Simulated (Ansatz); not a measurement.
# C₂H₃S− (SMILES C=C[S-]): functionals against CCSD(T) at one geometry

One table from this session's results is given with a row withheld; the runs are named, their logs left out.

The runs use Ansatz 0.2.0, Gaussian basis; single points in def2-TZVPPD.

Cores are frozen in the correlated methods.

### Starting geometry

6 atoms, charge -1, spin multiplicity 1.

Atoms are counted from 1 here; the program's logs count them from 0.

Bond lengths: C1–C2 1.370 Å, C1–H5 1.091 Å, C2–S3 1.562 Å, C2–H6 0.883 Å. Angles: C2–C1–H5 115.3°, C1–C2–S3 128.9°, C1–C2–H6 111.0°, S3–C2–H6 116.0°.

Coordinates:

```xyz
6
charge -1, multiplicity 1
C    -0.4505    0.3302   -0.3924
C     0.5222   -0.0174    0.5069
S     0.9654   -1.4409    0.9715
H    -1.1685   -0.9414   -1.2742
H    -0.5098    1.3941   -0.6262
H     0.6775    0.6408    1.0746
```

The first run:

The input, run/in.yaml:

```yaml
crystal:
  periodic: [false, false, false]
  atoms:
    - {symbol: C, position_ang: [-0.450500, 0.330200, -0.392400]}
    - {symbol: C, position_ang: [0.522200, -0.017400, 0.506900]}
    - {symbol: S, position_ang: [0.965400, -1.440900, 0.971500]}
    - {symbol: H, position_ang: [-1.168500, -0.941400, -1.274200]}
    - {symbol: H, position_ang: [-0.509800, 1.394100, -0.626200]}
    - {symbol: H, position_ang: [0.677500, 0.640800, 1.074600]}
basis:
  gaussian: {orbitals: "def2-TZVPPD.json"}
total_charge: -1
correlation: {method: ccsd_t}
output: {forces: true}
```

The basis file named in the input lies beside it (Basis Set Exchange, JSON).

No record of the launch command was kept for these runs.

Steps of the session up to this table: CCSD(T)/def2-TZVPPD; PBE0-D4/def2-TZVPPD; wB97M-V/def2-TZVPPD; r2SCAN-D4/def2-TZVPPD; PBE-D4/def2-TZVPPD; CAM-B3LYP-D4/def2-TZVPPD; BHLYP-D4/def2-TZVPPD.

One of the session's tables, all rows but one given; the rest of the session is left out.

| method | RMS force component (eV/Å) | angle to CCSD(T) forces (°) |
| --- | --- | --- |
| CCSD(T) | 4.703 | reference |
| PBE0-D4 | ? | ? |
| wB97M-V | 4.733 | 2.9 |
| r2SCAN-D4 | 4.716 | 2.5 |
| PBE-D4 | 4.747 | 2.3 |
| CAM-B3LYP-D4 | 4.727 | 3.5 |
| BHLYP-D4 | 4.715 | 4.4 |

Q: Estimate the row for PBE0-D4 from the others.

As computed: RMS force component (eV/Å): 4.767; angle to CCSD(T) forces (°): 3.1. In the column «RMS force component (eV/Å)» it is the highest.
